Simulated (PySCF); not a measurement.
Gas-phase reaction: P₂ + 4 OH ⇌ 2 HPO₂ + 2 H

Energies from PySCF, thermal terms from the rigid-rotor harmonic-oscillator model, ideal gas at 1 bar. † marks an energy on the PBE0/def2-TZVP geometry and frequencies; other levels use their own. MP2 freezes the core. Open shells (unrestricted): OH (multiplicity 2, electronic degeneracy 4), H (multiplicity 2); the rest are closed-shell singlets. Spin-orbit splitting is ignored; it lowers the true energy and changes the entropy of OH. HPO₂: computed as isolated molecules; such fragments, hydroxides, amides, oligomers or adducts are transient or little studied in the gas. MP2 isn't extrapolated to the basis-set limit; its ΔH°(298 K) is -734.9 kJ in def2-SVP and -870.6 kJ in def2-TZVPP. The harmonic model lacks anharmonicity and excited electronic states, which grow with temperature; levels with a mode under 35 cm⁻¹ are left out. Internal rotation in HPO₂ is treated as a harmonic vibration of one conformer, which makes the entropy rough.

```tsv
level	ΔE electronic, kJ	ΔH°(298 K), kJ	ΔS°(298 K), J/K	ΔG°(1000 K), kJ
BLYP/def2-TZVP†	-776	-785	-201	-587
M06-2X/def2-TZVP†	-791	-800	-201	-603
MP2/def2-SVP†	-726	-735	-201	-537
MP2/def2-TZVPP†	-862	-871	-201	-673
PBE/def2-TZVP†	-831	-840	-201	-642
PBE0/def2-SVP†	-679	-688	-201	-490
PBE0/def2-TZVP	-758	-767	-201	-569
LDA/def2-TZVP†	-1033	-1042	-201	-844
```
ΔH° is lowest at LDA/def2-TZVP† and highest at PBE0/def2-SVP†. No reference value is set beside these.
